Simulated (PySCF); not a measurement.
Atom-mapped SMILES (the numbers label the heavy atoms): `[CH3:1][CH2:2][CH2:3][O:4][CH2:5][CH3:6]`. Each H is labelled by its parent atom.

[PySCF: geometry from PBE0-D3(BJ)/def2-SVP; GIAO PBE0/pcSseg-1 shieldings; one conformer; no solvent model; no relativistic terms; averaged over atoms made equivalent by symmetry, fast rotation or ring inversion]

Scale: ¹³C vs TMS (reference shieldings calculated alike).

Question: Do the ¹³C shifts follow the atomic charges (in e)? Tabulate both.

Answer: 
| atoms | hybridisation | δ (ppm) | σ para (ppm) | Hirshfeld | IAO | Mulliken | ESP-fitted |
| --- | --- | --- | --- | --- | --- | --- | --- |
| C3 | sp3 | 75.8 | -139 | +0.00 | -0.03 | +0.07 | +0.20 |
| C5 | sp3 | 68.3 | -129 | +0.01 | -0.03 | +0.01 | +0.51 |
| C2 | sp3 | 26.3 | -89 | -0.07 | -0.25 | -0.28 | +0.23 |
| C6 | sp3 | 17.5 | -79 | -0.12 | -0.41 | -0.28 | -0.42 |
| C1 | sp3 | 11.3 | -72 | -0.11 | -0.41 | -0.30 | -0.42 |

Correlation coefficients of δ with charge over these carbons: Hirshfeld +0.98, IAO +0.97, Mulliken +0.99, ESP-fitted +0.79; with the paramagnetic shielding -1.00. With so few points these coefficients are fragile. Charge is one influence among several: hybridisation and low-lying excitations act through the paramagnetic term.

Shifts are as computed. Against solution values, carbons near 30 ppm lie about +2 ppm off and those near 130 ppm about +5 ppm. Of 1211 compounds with measured shifts, 218 miss one by over three times the rms of a fit or turn the order of signals round; such compounds aren't used in these exercises.
